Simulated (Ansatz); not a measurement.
**ClH2NSi: a ladder of functionals and wavefunction methods**

Aim: compute ClH2NSi with functionals from several rungs and with coupled cluster. The yardstick is the atomisation energy at the CCSD(T) limit.

Program: Ansatz 0.2.0, Gaussian basis. Level of theory: functionals in def2-TZVPP, the program's frozen cores in correlated methods. These are calculated values, not measurements.

Plan: LDA (SPW92), PBE-D4, revPBE-D4, BLYP-D4, r2SCAN-D4, B97M-V, PBE0-D4, B3LYP-D4, r2SCANh-D4, r2SCAN0-D4, HSE06-D4, BHLYP-D4, CAM-B3LYP-D4, LC-ωPBE, ωB97X-V, ωB97M-V, B2PLYP, PBE-QIDH; CCSD(T)/def2-SVP; CCSD(T)/def2-TZVPP; CCSD(T)/def2-QZVPP; extrapolation to the limit; RPA on PBE.

### Step 1. The geometry

The geometry comes from an earlier relaxation with PBE0-D4 in a triple-zeta def2 set; it is a stationary point.

SMILES `N[Si]Cl`, 5 atoms, charge 0, spin multiplicity 1.

Atoms are counted from 1 here; the program's logs count them from 0.

Bond lengths: N1–Si2 1.701 Å, N1–H4 1.009 Å, N1–H5 1.010 Å, Si2–Cl3 2.104 Å. Angles: Si2–N1–H4 121.0°, Si2–N1–H5 126.0°, H4–N1–H5 113.0°, N1–Si2–Cl3 98.2°.

Coordinates:

```xyz
5
ClH2NSi
N    -0.1482    0.5835   -0.2339
Si   -0.1162   -0.3418    1.1926
Cl    0.6490   -2.1245    0.3773
H    -0.4733    1.5386   -0.2274
H     0.1386    0.2706   -1.1500
```

### Step 2. LDA

This LDA is Slater exchange with PW92 correlation.

Contents of in.yaml:

```yaml
crystal:
  periodic: [false, false, false]
  atoms:
    - {symbol: N, position_ang: [-0.148250, 0.583450, -0.233885]}
    - {symbol: Si, position_ang: [-0.116229, -0.341783, 1.192573]}
    - {symbol: Cl, position_ang: [0.648995, -2.124478, 0.377265]}
    - {symbol: H, position_ang: [-0.473349, 1.538615, -0.227367]}
    - {symbol: H, position_ang: [0.138633, 0.270596, -1.149984]}
basis:
  gaussian: {orbitals: def2-TZVPP}
hamiltonian: {xc: lda}
output: {orbitals: {seedname: orbitals}}
```

Further steps of the session: PBE-D4 (GGA); revPBE-D4 (GGA); BLYP-D4 (GGA); r2SCAN-D4 (meta-GGA); B97M-V (meta-GGA); PBE0-D4 (hybrid); B3LYP-D4 (hybrid); r2SCANh-D4 (hybrid); r2SCAN0-D4 (hybrid); HSE06-D4 (hybrid); BHLYP-D4 (hybrid); CAM-B3LYP-D4 (range-separated); LC-ωPBE-D4 (range-separated); ωB97X-V (range-separated); ωB97M-V (range-separated); B2PLYP (double hybrid); PBE-QIDH (double hybrid); CCSD(T) in def2-SVP; CCSD(T) in def2-TZVPP; CCSD(T) in def2-QZVPP; RPA on PBE orbitals.

Q: Predict the results of all the runs planned. Wanted: atomisation energy, CCSD(T)/CBS; farthest beyond LDA; mean size of error, GGA; mean size of error, meta-GGA; mean size of error, hybrid; mean size of error, range-separated; mean size of error, double hybrid; gap, smallest and largest; T1 diagnostic.

As calculated:

```
                               quantity                                      value
        atomisation energy, CCSD(T)/CBS                             395.5 kcal/mol
functionals within 2.0 kcal/mol (0.5 %)            B3LYP-D4, CAM-B3LYP-D4, ωB97X-V
                    farthest beyond LDA                  BHLYP-D4 (-15.2 kcal/mol)
                mean size of error, GGA                               4.4 kcal/mol
           mean size of error, meta-GGA                               2.9 kcal/mol
             mean size of error, hybrid                               6.4 kcal/mol
    mean size of error, range-separated                               3.6 kcal/mol
      mean size of error, double hybrid                               6.8 kcal/mol
              gap, smallest and largest  3.62 eV (LDA (SPW92)), 10.31 eV (LC-ωPBE)
                          T1 diagnostic                                     0.0128
triples share of the correlation energy                                      4.1 %
```

LDA overbinds by 59.5 kcal/mol (15 %). PBE-D4 is off by +8.4 kcal/mol. Double hybrids carry the basis error of their MP2 part in triple zeta, and no dispersion term here, so their miss is partly the set-up's. By mean error the best rung here is meta-GGA (2.9 kcal/mol) and the worst beyond LDA is double hybrid (6.8 kcal/mol). The gap between the best rungs is small, so their order is not settled. Misses under about 2.0 kcal/mol are within the doubt on the reference itself, which lacks core-valence correlation, relativity and higher excitations. Hartree-Fock recovers 67 % of the binding; the rest is correlation. CCSD(T) in def2-SVP is off by -40.5 kcal/mol, so the small basis spoils what the method gains. Orbital gaps span 3.6 to 10.3 eV; exact exchange widens them.
